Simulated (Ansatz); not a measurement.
`N[SiH3]` → H• + `[NH][SiH3]`•  (homolysis of the H–N bond)

Computed with Ansatz on PBE0-D4/def2-TZVP structures; ΔE is electronic, products minus reactants. CCSD(T)/CBS is the MP2 limit (def2-TZVPP, def2-QZVPP) plus CCSD(T) − MP2 in def2-TZVPP, frozen cores. This one scheme is used for every species, atoms too. DFT in def2-TZVPP. No spin–orbit coupling; open shells (•) take unrestricted orbitals.

`N[SiH3]`:

```xyz
7

N     0.157    0.252   -1.024
Si   -0.186   -0.213    0.596
H     0.956   -0.140   -1.497
H     0.009    1.206   -1.311
H    -0.147   -1.697    0.663
H     0.753    0.304    1.637
H    -1.542    0.288    0.937
```

`[NH][SiH3]`•:

Z-matrix (Å, degrees):
```
Si
N 1 1.753
H 1 1.491 2 110.8
H 1 1.481 2 109.3 3 120.7
H 1 1.491 2 109.1 3 -119.5
H 2 1.023 1 111.9 3 55.0
```

```csv
species,PBE-QIDH energy (Eh)
`N[SiH3]`,-347.01932
H•,-0.50179
`[NH][SiH3]`•,-346.33249
```

Work out ΔE.

ΔE = (-0.50179) + (-346.33249) − (-347.01932) = 0.18504 Eh = +485.8 kJ/mol. CCSD(T)/CBS gives +497.2 kJ/mol.

Largest T1 diagnostic among the species: 0.015.

From BLYP to BHLYP (50 % exact exchange), in def2-TZVPP and without D4, ΔE moves by +3.1 kJ/mol. In def2-TZVPP, CCSD(T) changes the Hartree–Fock value by +119.9 kJ/mol (the triples alone add +4.4 kJ/mol) and MP2 by +132.3 kJ/mol; breaking electron pairs costs correlation energy, which Hartree–Fock lacks. Leaving LDA and LC-ωPBE aside and taking each functional with its dispersion term where it has one, the values, not all of them listed here, spread over 24.1 kJ/mol, from revPBE-D4 to ωB97M-V. LDA lies +63.3 kJ/mol from PBE without D4, its usual overbinding.
